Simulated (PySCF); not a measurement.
**SiS⁻: from constants to spectrum**

UHF-MP2 constants of SiS⁻, ²Π (doublet), unpaired electrons π ↑ (PySCF, spin-free X2C with a Gaussian nucleus, basis sets Si aug-cc-pVDZ-DK, S aug-cc-pVDZ-DK; masses 27.9769 and 31.9721 u):

```
ωe   : 598.5 cm⁻¹
ωexe : 2.11 cm⁻¹
Be   : 0.26479 cm⁻¹
αe   : 0.00143 cm⁻¹
```

Problem. What force constant and bond length do these constants imply?

Solution. Reduced mass μred = 14.921 u; k = 5.8918×10⁻⁷·μred·ωe² (u, cm⁻¹, mdyn/Å) = 3.15 mdyn/Å; Re = √(16.8576/(μred·Be)) (u, cm⁻¹, Å) = 2.066 Å.

Problem. Estimate the centrifugal constant D from the Kratzer relation and find the Dunham coefficient a1.

Solution. D = 4Be³/ωe² = 2.07e-07 cm⁻¹; a1 = −1 − αeωe/(6Be²) = -3.03.

Correlated steps freeze 10 core orbitals. The state is the lowest determinant that a PBE0 search found; another state may lie lower at other levels.
